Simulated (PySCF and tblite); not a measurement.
The numbers below are computed, except where a source is named.
Stationary points of C5H8O at PBE0-D3(BJ)/def2-SVP, in Å:

Structure A

```
 1 C     0.428    1.213    0.335
 2 C     1.335    0.232    0.362
 3 C     1.027   -1.141   -0.153
 4 O    -0.185   -1.216   -0.848
 5 C    -1.230   -0.532   -0.207
 6 C    -0.962    0.965   -0.169
 7 H     0.689    2.215    0.691
 8 H     2.339    0.403    0.765
 9 H     1.813   -1.467   -0.854
10 H     1.045   -1.866    0.692
11 H    -2.149   -0.764   -0.765
12 H    -1.362   -0.910    0.829
13 H    -1.703    1.466    0.477
14 H    -1.086    1.400   -1.177
```

Structure B

```
 1 C     0.458    1.178    0.460
 2 C     1.393    0.225    0.433
 3 C     1.022   -1.101   -0.161
 4 O    -0.284   -1.474    0.198
 5 C    -1.307   -0.556   -0.086
 6 C    -0.861    0.916   -0.200
 7 H     0.648    2.155    0.913
 8 H     2.390    0.377    0.855
 9 H     1.140   -1.074   -1.268
10 H     1.681   -1.901    0.205
11 H    -1.831   -0.849   -1.018
12 H    -2.035   -0.656    0.735
13 H    -1.649    1.572    0.201
14 H    -0.766    1.187   -1.267
```

Level: PBE0/pcSseg-1 + D3(BJ) on PBE0-D3(BJ)/def2-SVP stationary points, with GFN2-xTB thermal terms.

**Question.** Which structure is a saddle point, and along which motion?

**Answer.** B: one imaginary mode (88i cm⁻¹ at GFN2-xTB, mostly on C5, H11, H12), along the inversion of the 6-membered ring (1–2–3–4–5–6).

**Question.** Give their symmetry and energies above the lowest.

**Answer.** A C1, 0.0 kcal/mol; B C1, 6.4 kcal/mol.
